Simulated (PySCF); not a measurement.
Vertical excitation energies

Species: C₃H₇F₂N.
Numbering: `[CH3:1][C:2]([F:3])([F:4])[CH2:5][NH2:6]` (hydrogens: H7, H8, H9 on C1; H10, H11 on C5; H12, H13 on N6)

Geometry (GFN2-xTB, Å), atoms numbered from 1 in this order:
```
atom  x, y, z in Å
C1     1.5291    0.0295    0.2639
C2     0.3853   -0.4251   -0.6173
F3     0.7372   -0.3321   -1.9362
F4     0.1509   -1.7613   -0.4235
C5    -0.9217    0.3415   -0.4027
N6    -1.2770    0.2978    1.0033
H7     1.1940    0.0322    1.2964
H8     2.3719   -0.6464    0.1440
H9     1.8235    1.0333   -0.0261
H10   -1.6760   -0.0949   -1.0783
H11   -0.7551    1.3810   -0.6954
H12   -2.1366    0.8094    1.1642
H13   -1.4299   -0.6643    1.2900
```

The calculation used TDDFT B3LYP/def2-SVPD, vertical, gas phase, core orbitals frozen in the response (PySCF 2.14.0, density-fitted response routines).

```
state  E (eV)  λ (nm)       f  main configurations (H = HOMO, L = LUMO)
   S1    6.34   195.4   0.010                                 H→L (97%)
   S2    7.38   168.0  0.0066                   H→L+1 (87%), H→L+2 (8%)
   S3    7.53   164.7   0.014                               H→L+2 (82%)
   S4    7.93   156.3   0.042                               H→L+3 (86%)
   S5    8.27   149.9   0.013                               H→L+4 (95%)
   S6    8.61   144.0   0.024                               H→L+5 (93%)
   S7    8.66   143.2   0.022                               H-1→L (97%)
   S8    8.90   139.3  0.0029                               H→L+6 (89%)
```

Triplets (Tamm–Dancoff): T1 6.07 eV, H→L (92%); T2 7.24 eV, H→L+1 (73%), H→L+2 (18%); T3 7.36 eV, H→L+2 (68%), H→L+1 (15%), H→L+3 (10%).

The lowest singlet comes at 195 nm (612 kJ/mol) in the vacuum ultraviolet; it is weak; its leading configuration is HOMO→LUMO (97%). The most intense listed level is S4 at 7.93 eV (156 nm, f = 0.042), 1.59 eV above S1. Löwdin shares by element: HOMO nitrogen 63%, carbon 12% or more, hydrogen 12% or more; LUMO hydrogen 27% or more, carbon 19% or more, nitrogen 12% (atoms not listed hold the other 42%). Of the 8 states listed, 6 reach f = 0.01 and none stays under 0.0005. Orbital energies (eV): HOMO-3 -10.75, HOMO-2 -10.67, HOMO-1 -9.29, HOMO -7.20, LUMO 0.28, LUMO+1 1.05, LUMO+2 1.35. The listed states span 2.55 eV, and the widest gap between neighbours is 1.03 eV (S1 to S2). The window holds the lowest 8 singlets.

The run took 22 s of wall time on one thread, Arm Neoverse V2, shared host.

One conformer stands for the species.
